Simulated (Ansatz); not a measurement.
Geometry optimisation, RKS PBE0/6-31G in Ansatz.

Input file:

```yaml
crystal:
  periodic: [false, false, false]
  atoms:
    - { symbol: "N", position_ang: [-0.1318, 1.3233, 0.8217] }
    - { symbol: C, position_ang: [0.164, 0.3323, -0.1714] }
    - { symbol: C, position_ang: [0.5128, -1.0381, 0.2953] }
    - { symbol: O, position_ang: [-0.5011, -1.6159, 0.9685] }
    - { symbol: C, position_ang: [0.3197, 0.76, -1.5335] }
    - { symbol: "N", position_ang: [-0.8513, 0.401, -1.3064] }
    - { symbol: H, position_ang: [-0.4641, 0.9049, 1.6703] }
    - { symbol: H, position_ang: [-0.9855, 1.8509, 0.4609] }
    - { symbol: H, position_ang: [1.3809, -0.9705, 1.0608] }
    - { symbol: H, position_ang: [0.8421, -1.693, -0.4943] }
    - { symbol: H, position_ang: [-1.3409, -1.4863, 0.3889] }
    - { symbol: H, position_ang: [1.1321, 1.1762, -2.1267] }
basis:
  gaussian: { orbitals: "6-31G" }
hamiltonian:
  xc: pbe0
relax:
  f_tol: 0.015
  max_steps: 40
```

Launched with:

```bash
$ ansatz run input.yaml --threads 1 --pin off --max-ram 2048MiB --backend cpu --events-out ev --progress --plain --runs-dir out
```

Problem. Where does it end, and by what steps?

Solution. The forces met the threshold. Limits of this set-up: no polarisation functions. After 12 steps the energy has fallen by 1.026 eV; H8 moved furthest, 0.62 Å.

```
step  energy less start (eV)  largest force component (eV/Å)  accepted
   0                  0.0000                           5.025       yes
   1                 -0.6673                           1.798       yes
   2                 -0.8791                           0.887       yes
   3                 -0.9741                           0.732       yes
   4                 -0.9701                           0.564        no
   5                 -1.0113                           0.475       yes
   6                 -1.0221                           0.216       yes
   7                 -1.0241                           0.334       yes
   8                 -1.0258                           0.051       yes
   9                 -1.0260                           0.024       yes
  10                 -1.0261                           0.021       yes
  11                 -1.0261                           0.017        no
  12                 -1.0261                           0.004       yes
```

```xyz
12
Properties=species:S:1:pos:R:3
N -0.312 1.195 0.819
C 0.115 0.340 -0.181
C 0.529 -1.013 0.313
O -0.510 -1.572 1.157
C 0.378 0.794 -1.531
N -0.767 0.235 -1.644
H -0.796 0.776 1.597
H -0.479 2.166 0.627
H 1.405 -0.939 0.962
H 0.756 -1.669 -0.534
H -1.304 -1.724 0.609
H 1.061 1.357 -2.160
```

Run time: 67 s on 1 thread of AMD EPYC 7R43 64-Core Processor (Zen 3) (shared host), peak memory 0.17 GiB.
